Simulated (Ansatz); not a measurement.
# CH2Al: the cost of one run

The runs use Ansatz 0.2.0, Gaussian basis; def2-QZVPP, all electrons in the functionals, frozen cores in the correlation of double hybrids and RPA.

To be run: B2PLYP, at charge 0, doublet; charge 0, quartet; charge 1, singlet; charge 1, triplet.

2 further runs of the same task are left out: 2 set aside as unsound or not needed.

### Step 1. The system

The geometry is a PBE0/def2-TZVP stationary point (not a proven minimum).

4 atoms, charge 0, spin multiplicity 2.

Atoms are counted from 1 here; the program's logs count them from 0.

Bond lengths: Al1–C2 1.970 Å, Al1–H3 1.584 Å, Al1–H4 1.584 Å. Angles: C2–Al1–H3 117.4°, C2–Al1–H4 117.4°, H3–Al1–H4 125.1°.

No dispersion term is added.

The geometry shown and the zero of energy belong to the point charge 0, doublet. The yardstick, UCCSD(T), and other wave-function levels (R restricted, U unrestricted, valence and pair active spaces) come from earlier runs.

### Step 2. B2PLYP, charge 0, doublet

File in.yaml:

```yaml
crystal:
  periodic: [false, false, false]
  atoms:
    - {symbol: Al, position_ang: [0.000000, 0.000000, 0.541126]}
    - {symbol: C, position_ang: [0.000000, 0.000000, -1.428933]}
    - {symbol: H, position_ang: [0.000000, 1.405499, 1.270943]}
    - {symbol: H, position_ang: [0.000000, -1.405499, 1.270943]}
basis:
  gaussian: {orbitals: "def2-QZVPP.json"}
magnetization: {spin_polarized: true, initial_magnetization: 1}
hamiltonian: {xc: {name: B2PLYP}}
correlation: {electrons: outside_noble_gas}
```

Command:

```sh
$ ansatz run in.yaml --threads 1 --pin off --events-out ev --progress --plain --max-ram 2393MiB
```

What time and memory should one allow on 1 thread of Intel Xeon Platinum 8175M at 2.50GHz, shared host?

About 44 s, with a peak of 0.47 GiB.
